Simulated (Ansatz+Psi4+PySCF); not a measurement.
doublet NO2: levels of theory in one basis

```csv
atom,x (Å),y (Å),z (Å)
N,-0.0073,-0.0026,0.3386
O,0.0070,1.1236,-0.1408
O,-0.0083,-1.1149,-0.1408
```

Basis set: cc-pVTZ (spherical functions). Frozen core: 3 orbitals. Correlation on ROHF uses semicanonical orbitals with singles. Charge 0, multiplicity 2.

Computed with Ansatz (development build ahead of 0.2.0) and Psi4 1.11; each method stands on the lowest determinant of its kind that the runs found.

```
      method  E − E(ROHF) (eV)  <S²> of the determinant
        ROHF              0.00                     0.75
         UHF             -0.29                     0.95
    ROHF-MP2            -18.87                        –
   ROHF-CCSD            -18.20                        –
    UHF-CCSD            -18.20                     0.95
ROHF-CCSD(T)            -19.25                        –
 UHF-CCSD(T)            -19.20                     0.95
   UHF-CCSDT            -19.24                     0.95
```

Question: What does UHF-MP2 give on the same scale?

Answer: -18.15 eV.

Caution for UHF, UHF-MP2, UHF-CCSD, UHF-CCSD(T), UHF-CCSDT: the unrestricted determinant is spin contaminated. Caution for UHF-MP2, UHF-CCSD, UHF-CCSD(T), UHF-CCSDT: large amplitudes, a single reference is doubtful. Caution for UHF-MP2: another reference gives a lower total.
